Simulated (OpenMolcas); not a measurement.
**CH5BF− (SMILES C[BH2-]F) at MP2/cc-pVDZ-DK (DKH2, hessian update MSP)**

We compute a geometry optimisation of CH5BF−. 

The results are computed with OpenMolcas 26.06.

3 further runs of the same task are left out: 1 that didn't finish, 2 set aside as unsound or not needed.

### Step 1. Starting point

CH5BF− has 8 atoms, charge -1, and is taken as a singlet. SMILES: `C[BH2-]F`. All atoms were displaced at random from a relaxed shape. The run starts from this shape.

Bond lengths: C1–B2 1.617 Å, B2–F3 1.382 Å, C1–H4 0.994 Å, C1–H5 1.076 Å, C1–H6 1.124 Å, B2–H7 1.286 Å, B2–H8 1.299 Å. Some angles: C1–B2–F3 113.3°, C1–B2–H7 118.4°, C1–B2–H8 107.9°, F3–B2–H7 102.7°, F3–B2–H8 105.5°, B2–C1–H4 112.8°, B2–C1–H5 113.4°, B2–C1–H6 106.5°, H7–B2–H8 108.3°, H4–C1–H5 113.7°.

### Step 2. A geometry optimisation at MP2/cc-pVDZ-DK (DKH2, hessian update MSP)

File run.input:

```
* CH5BF MP2
>>> EXPORT MOLCAS_PRINT=2

&GATEWAY
 Coord
 8
 angstrom
 C       -0.657290       0.466816      -0.279534
 B        0.524015      -0.480697       0.286203
 F        1.755396       0.146176       0.327310
 H       -1.550144       0.031135      -0.245619
 H       -0.428855       0.912438      -1.232032
 H       -0.773909       1.307693       0.457783
 H        0.409130      -0.957197       1.474808
 H        0.667586      -1.473752      -0.538359
 Basis=cc-pVDZ-DK
 Group=NoSym
>>> EXPORT MOLCAS_MAXITER=40
>>> Do While

&SEWARD
 Relativistic=R02E00

&SCF
 Charge=-1
 PrOrbitals=0

&MBPT2
 Frozen=3
 Grdt

&SLAPAF
 HUpdate=MSP
>>> EndDo
```

On the command line:

```console
export MOLCAS_MEM=1860
pymolcas run.input > run.log
```

Standard output:

```text
--- Start Module: gateway ---
[...]
--- Stop Module: gateway /rc=_RC_ALL_IS_WELL_ ---
[...]
      Basis functions           67
[...]
       Convergence after  13 Iterations
[...]
::    Total SCF energy                               -165.0353561845
[...]
WARNING!
Default frozen orbitals as non valence orbitals is overwritten by user input.
Default values:   3
[...]
       Reference weight ( Cref**2 )         =        0.88460
::    Total MBPT2 energy                             -165.4851115726
[...]
      Total MBPT2 calculations                           1.53      2.04
[...]
 *              Molecular gradients               *
 **************************************************
  Irreducible representation: a
 ------------------------------------------------------------------------------------------
                              X                       Y                       Z
 ------------------------------------------------------------------------------------------
  C1               -7.52400976417777E-02   -5.08337736075126E-02   -4.26678203343109E-02
  B2                9.14318602640618E-03    4.69672048050755E-02    3.67469055079539E-03
  F3               -4.61866698015001E-02   -3.59793447059551E-02    3.21269334076413E-03
  H4                9.06577794180974E-02    4.81492862334056E-02    7.13153179285486E-03
  H5               -1.86678178607114E-03   -5.26652137564176E-03    2.00509532648945E-02
  H6               -2.42488405080887E-03   -1.34139157640645E-03    7.27332536924497E-03
  H7                1.78784617550253E-02   -1.26117010543925E-03    6.65423915780439E-03
  H8                8.03900608064001E-03   -4.34289667575971E-04   -5.32961314205549E-03
[...]
WARNING!
Default frozen orbitals as non valence orbitals is overwritten by user input.
Default values:   3
[...]
WARNING!
Default frozen orbitals as non valence orbitals is overwritten by user input.
Default values:   3
[...]
WARNING!
Default frozen orbitals as non valence orbitals is overwritten by user input.
Default values:   3
[...]
WARNING!
Default frozen orbitals as non valence orbitals is overwritten by user input.
Default values:   3
[...]
--- Start Module: slapaf ---
[...]
 Geometry is converged in  15 iterations to a Minimum Structure
*****************************************************************************************************************
*****************************************************************************************************************
++ Geometry section
********************************************************************************
  Geometrical information of the final structure
********************************************************************************
  NOTE: on convergence the final predicted structure will be printed here.
  This is not identical to the structure printed in the head of the output.
 *********************************************************
[...]
--- Stop Module: slapaf /rc=_RC_INVOKED_OTHER_MODULE_ ---
--- Start Module: last_energy ---
[...]
       Convergence after   4 Iterations
[...]
::    Total SCF energy                               -165.0548391379
[...]
      Total spin, S                                     0.0000000000
[...]
      Total electronic charge=   26.000000
      Total            charge=   -1.000000
[...]
WARNING!
Default frozen orbitals as non valence orbitals is overwritten by user input.
Default values:   3
[...]
       Reference weight ( Cref**2 )         =        0.88207
::    Total MBPT2 energy                             -165.5073061509
[...]
      Dipole Moment (debye):
      Origin of the operator (angstrom)=    0.6833    0.0815    0.1333
                   X= -5.4150E-02               Y=  2.0669E+00               Z= -5.7011E-01           Total=  2.1448E+00
      Center of Charge (angstrom)
[...]
      Total MBPT2 calculations                           1.51      1.91
--- Stop Module: last_energy /rc=_RC_ALL_IS_WELL_ ---
[...]
```

Wall time 92 s (1 thread of Arm Neoverse V1, shared host); peak memory 0.42 GiB.

Step by step:

```tsv
step	energy from the first frame kept (eV)	largest force (eV/Å)
0	0.0000	5.2912
1	-0.5071	1.7290
2	-0.5894	0.6695
3	-0.5987	0.4111
4	-0.5497	0.9120
5	-0.6014	0.1587
6	-0.5981	0.2231
7	-0.6030	0.1113
8	-0.6036	0.1014
9	-0.6038	0.0499
10	-0.6035	0.0486
11	-0.6039	0.0144
12	-0.6038	0.0243
13	-0.6039	0.0045
14	-0.6039	0.0014
```

After the run. Bond lengths: C1–B2 1.647 Å, B2–F3 1.471 Å, C1–H4 1.111 Å, C1–H5 1.111 Å, C1–H6 1.111 Å, B2–H7 1.260 Å, B2–H8 1.260 Å. Some angles: C1–B2–F3 109.9°, C1–B2–H7 109.2°, C1–B2–H8 109.2°, F3–B2–H7 109.8°, F3–B2–H8 109.8°, B2–C1–H4 111.7°, B2–C1–H5 112.5°, B2–C1–H6 112.5°, H7–B2–H8 108.9°, H4–C1–H5 106.6°.

### Step 3. Results

At MP2/cc-pVDZ-DK (DKH2, hessian update MSP), 3 core orbitals frozen:

```
                                             quantity          value
                              total energy at the end  -165.50731 Eh
                  HOMO energy (Hartree–Fock orbitals)       -4.74 eV
                  LUMO energy (Hartree–Fock orbitals)       10.27 eV
HOMO–LUMO gap (to an unbound level, set by the basis)       15.01 eV
          correlation energy (3 core orbitals frozen)     -452.5 mEh
```

**Reading.** At the final geometry: Bond lengths: C1–B2 1.647 Å, B2–F3 1.471 Å, C1–H4 1.111 Å, C1–H5 1.111 Å, C1–H6 1.111 Å, B2–H7 1.260 Å, B2–H8 1.260 Å. Some angles: C1–B2–F3 109.9°, C1–B2–H7 109.2°, C1–B2–H8 109.2°, F3–B2–H7 109.8°, F3–B2–H8 109.8°, B2–C1–H4 111.7°, B2–C1–H5 112.5°, B2–C1–H6 112.5°, H7–B2–H8 108.9°, H4–C1–H5 106.6°. The optimisation took 14 steps and changed the energy by -0.604 eV. Mulliken charges of the mean-field density run from -0.47 on F3 to +0.45 on B2; they depend strongly on the basis.
